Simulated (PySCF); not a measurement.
## Name the molecule from its bond curve

A diatomic of charge 0 contains B. Its doublet curve at M06-2X in a double-zeta basis (no relativity, PySCF), in eV from the separated fragments:

```
R (Å)  E (eV)
1.391  -4.211
1.456  -5.099
1.521  -5.591
1.569  -5.763
1.618  -5.803
1.667  -5.740
1.731  -5.536
1.812  -5.148
1.909  -4.574
2.039  -3.753
```

The fit gives ωe = 1224 cm⁻¹ and the rotational constant Bₑ = 0.7933 cm⁻¹.

**Question.** Which atom is the partner?

**Answer.** The minimum lies at 1.611 Å, so the reduced mass is 16.8576 u Å² cm⁻¹/(Bₑ·Re²) = 8.188 u. With B at 11.01 u the partner weighs about 31.9 u: S. The molecule is BS.

The state is the lowest determinant that a PBE0 search found; another state may lie lower at other levels.
